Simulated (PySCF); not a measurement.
**Electrostatic potential from atomic charges**

Species: 2-methylpropanoate (`C(C)(C)C(=O)[O-]`), charge -1. Coordinates (PBE0-D3(BJ)/def2-SVP, Å) and charges (e) from the PBE0/pcSseg-1 density (PySCF):

```csv
atom,x,y,z,Mulliken,IAO,Hirshfeld,ESP-fitted
C1,-0.703,-1.219,0.192,-0.2162,-0.4021,-0.1421,-0.4788
C2,-0.001,0.002,-0.378,-0.4363,-0.1714,-0.0536,+0.4871
C3,1.378,0.230,0.220,-0.2245,-0.4026,-0.1413,-0.4512
C4,-0.895,1.302,-0.279,+0.4627,+0.4985,+0.1072,+0.5816
O5,-2.123,1.106,-0.188,-0.5766,-0.6649,-0.4278,-0.7268
O6,-0.272,2.381,-0.341,-0.5788,-0.6674,-0.4294,-0.7314
H7,-0.173,-2.163,-0.035,+0.0539,+0.0907,+0.0040,+0.0493
H8,-1.728,-1.259,-0.204,+0.1095,+0.1465,+0.0167,+0.0862
H9,-0.790,-1.138,1.290,+0.0736,+0.1127,+0.0165,+0.0846
H10,0.128,-0.156,-1.469,+0.0931,+0.1097,+0.0128,-0.1021
H11,2.088,-0.588,-0.006,+0.0549,+0.0913,+0.0044,+0.0426
H12,1.769,1.185,-0.157,+0.1122,+0.1485,+0.0165,+0.0807
H13,1.312,0.318,1.320,+0.0726,+0.1106,+0.0163,+0.0782
```

Points outside the species (Å): A (2.6, 4.7, 0.7); B (3.6, -2.6, -3.5); C (-3.1, -4.5, -0.5); D (-0.1, -1.6, 4.3).

Find the potential V = 14.3996 V·Å × Σ q/r of each set of charges at these points.

In volts:

```json
{"point": "A", "nearest atom": "H12", "distance (Å)": "3.71", "Mulliken": "-3.004", "IAO": "-3.069", "Hirshfeld": "-2.974", "ESP-fitted": "-3.070"}
{"point": "B", "nearest atom": "H11", "distance (Å)": "4.31", "Mulliken": "-2.110", "IAO": "-2.004", "Hirshfeld": "-2.126", "ESP-fitted": "-2.035"}
{"point": "C", "nearest atom": "H8", "distance (Å)": "3.53", "Mulliken": "-2.277", "IAO": "-2.240", "Hirshfeld": "-2.365", "ESP-fitted": "-2.324"}
{"point": "D", "nearest atom": "H9", "distance (Å)": "3.12", "Mulliken": "-2.533", "IAO": "-2.494", "Hirshfeld": "-2.617", "ESP-fitted": "-2.479"}
```

How far are the other sets from the ESP-fitted one at these points?

Root-mean-square difference: IAO 0.045 V, Mulliken 0.061 V, Hirshfeld 0.098 V. The ESP scheme is a least-squares fit of atom-centred charges to the potential on four shells outside the van der Waals surface, with the total charge fixed.

What energy would a point charge of -2 e have at A in the field of the ESP charges, leaving out polarisation?

+6.141 eV = +592.5 kJ/mol, a repulsion. The total charge alone, placed at the mean of the coordinates, would give +5.316 eV.

The structure is a single PBE0-D3(BJ)/def2-SVP conformer in the gas phase; no vibrational or solvent corrections. The pcSseg-1 basis has no diffuse functions, a weakness for an anion.

Shape of the structure used: `[CH3:1][CH:2]([CH3:3])[C:4](=[O:5])[O-:6]`: C1–C2–C4–O5 -23°.
